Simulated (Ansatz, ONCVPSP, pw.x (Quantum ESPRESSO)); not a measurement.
# Hf (Z = 72) (fcc): variants of one ONCV potential in the solid

hafnium, optimised norm-conserving Vanderbilt (ONCV), made with ONCVPSP 4.0.1.1 (patched build) (PBEsol, scalar-relativistic). Core [Kr] 4d10 4f14, reference 5s2 5p6 5d2 6s1 6p1. Waves: 5s+6s: rc 1.95 bohr, ncon 3, nbas 6, qcut 7.4 1/bohr, 2 projectors; 5p+6p: rc 2.55 bohr, ncon 4, nbas 7, qcut 4.3 1/bohr, 2 projectors; 5d: rc 3.20 bohr, ncon 3, nbas 7, qcut 5.1 1/bohr, 3 projectors, debl 1.4 Ha. Local part: polynomial inside 1.30 bohr (lpopt 5, dvloc0 4 Ha). Core correction: Teter function, fcfact 5.25, rcfact 1.

Crystal test: fcc Hf in pw.x 7.5, no spin, 13³ k-points, Fermi–Dirac smearing 0.01 Ry, cutoffs set for each file from its atomic test. The reference is all-electron LAPW (Ansatz 0.2.0) with the same functional, mesh and smearing; V0 and B0 come from Birch–Murnaghan fits to the pressures at five volumes. Errors are pseudo minus all-electron; Δ is the rms difference of the E(V) curves that follow from these fits, minima aligned, over ±6 % about the mean V0. Mesh and smearing are coarse, so the numbers serve the comparison and aren't converged zero-temperature values; the lattice is a test structure that the element need not adopt.

All-electron: a0 = 4.424 Å (V0 = 21.65 Å³/atom), B0 = 107.7 GPa.

Base: The largest radius (3.20 bohr) exceeds half the bond length (2.95 bohr), so the spheres overlap, which is one possible source of error among others.

```tsv
change	cutoffs (Ry)	pw.x	a0 (Å)	a0 error (%)	B0 error (%)	Δ (meV/atom)	mean pressure error (GPa)
base	50/200	converged	4.406	-0.40	-4.2	6.1	-1.27
local potential polynomial inside 1.30 bohr (lpopt 5, dvloc0 9.5 Ha)	50/200	converged	4.408	-0.37	-4.1	5.7	-1.17
p: rc 3.68	50/200	converged	4.400	-0.55	-3.7	8.4	-1.74
d: nproj 2	50/200	converged	4.411	-0.30	-4.3	4.6	-0.96
core correction Teter function, fcfact 5.25, rcfact 1.28	50/200	converged	4.406	-0.41	-4.2	6.2	-1.28
```

Question: Give the row for: s: nbas 7.

Answer: pw.x: converged; mean pressure error (GPa): -1.28; a0 (Å): 4.406; a0 error (%): -0.40; B0 error (%): -4.2; Δ (meV/atom): 6.2.
